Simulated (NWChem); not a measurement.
## Correlation energy of P (-1)

```
P
```
Charge -1, spin multiplicity 3.

Everything below was run with NWChem.

Basis set: def2-TZVPD. Each correlation energy counts from its own Hartree-Fock reference.

The correlated methods keep 5 core orbitals frozen. The stability of the SCF solutions was not checked. Open-shell Hartree-Fock references start from PBE0 orbitals. Coupled-cluster values serve here as a point of comparison, not as the truth.

Task: Order these methods by the correlation energy they give, lowest first: CCSD(T) on UHF, CCSD on UHF, CCSD(T) on ROHF, UMP2.

Result: CCSD(T) on ROHF (-139.7 mHa), CCSD(T) on UHF (-134.5 mHa), CCSD on UHF (-129.1 mHa), UMP2 (-107.2 mHa)
